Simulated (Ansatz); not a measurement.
HAlN, quartet in 6-31G: errors against full CI

Geometry: a point of a stretch scan, not a stationary point.

```json
{"atom": "Al", "x (Å)": "0.0000", "y (Å)": "-0.1185", "z (Å)": "0.6098"}
{"atom": "N", "x (Å)": "0.0000", "y (Å)": "0.0936", "z (Å)": "-1.2974"}
{"atom": "H", "x (Å)": "0.0000", "y (Å)": "1.8718", "z (Å)": "1.7055"}
```

Basis 6-31G; Ansatz 0.2.0. Only valence electrons are correlated (noble-gas cores frozen), which leaves 9 electrons in 18 orbitals. R marks a restricted (for open shells ROHF) determinant, U an unrestricted one. Active spaces: pair = (5e, 5o) about the gap; valence = (9e, 9o) chosen from the atoms' valence shells.

Full CI is exact within this basis and frozen core; it isn't the basis-set limit. The frozen core follows each run's orbitals, which can shift R against U totals by a few meV.

Unrestricted rows (U) aren't spin-pure: their determinants' ⟨S²⟩ exceeds S(S+1) by up to 0.16, so they mix in states of higher spin. For open shells CISD is restricted-active-space CI with the open shells as a complete middle space.

```
UHF ⟨S²⟩                          : 3.910
T1 diagnostic (RCCSD)             : 0.0563
largest doubles amplitude (RCCSD) : 0.095
T1 diagnostic (UCCSD)             : 0.0447
```

| level | E − E(full CI) (kJ/mol) | share of correlation (%) | wall time |
| --- | --- | --- | --- |
| RHF | 326.8 | 0.00 | – |
| UHF | 286.7 | 12.27 | – |
| RMP2 | 92.5 | 71.69 | – |
| UMP2 | 84.4 | 74.18 | – |
| CISD | 31.1 | 90.48 | 0.66 s |
| RCCSD | 12.2 | 96.27 | – |
| UCCSD | 9.8 | 97.00 | – |
| RCCSD(T) | 3.8 | 98.84 | 1.3 s |
| UCCSD(T) | 3.3 | 98.98 | 0.93 s |
| BCCD(T) | 3.6 | 98.89 | 1.4 s |
| RCCSDT | 0.8 | 99.75 | – |
| UCCSDT | 0.6 | 99.81 | – |
| RCCSDT(Q) | 0.1 | 99.97 | 3.2 s |
| UCCSDT(Q) | -0.1 | 100.04 | 2.6 s |
| RCCSDTQ | 0.0 | 100.00 | 31 s |
| CASSCF (pair space) | 250.2 | 23.44 | – |
| NEVPT2 (pair space) | 63.8 | 80.48 | 0.6 s |
| MRCISD (pair space) | 20.3 | 93.78 | – |
| MRCISD+Q (pair space) | 4.7 | 98.57 | 0.81 s |
| CASSCF (valence space) | 143.4 | 56.11 | – |
| NEVPT2 (valence space) | 35.9 | 89.01 | 1.6 s |
| MRCISD (valence space) | 7.9 | 97.57 | – |
| MRCISD+Q (valence space) | 4.0 | 98.76 | 3 s |

The correlation energy at full CI, counted from RHF, is -3.387 eV. That run took 1.8 min on 1 thread of Intel Xeon 6975P-C, shared host over 7,588,672 determinants.

Times hold each run's SCF and search for its determinant on a shared host, so for small cases they say little of a method's own cost; they ran on 1 thread of Intel Xeon 6975P-C.

The full-CI state has the irrep A'' of Cs, in the program's axes.

Natural occupations of full CI about the gap: 1.980 1.942 1.894 0.999 0.996 0.990 0.085 0.038 0.034 0.014; effectively unpaired electrons, Σ n²(2−n)², 3.09.
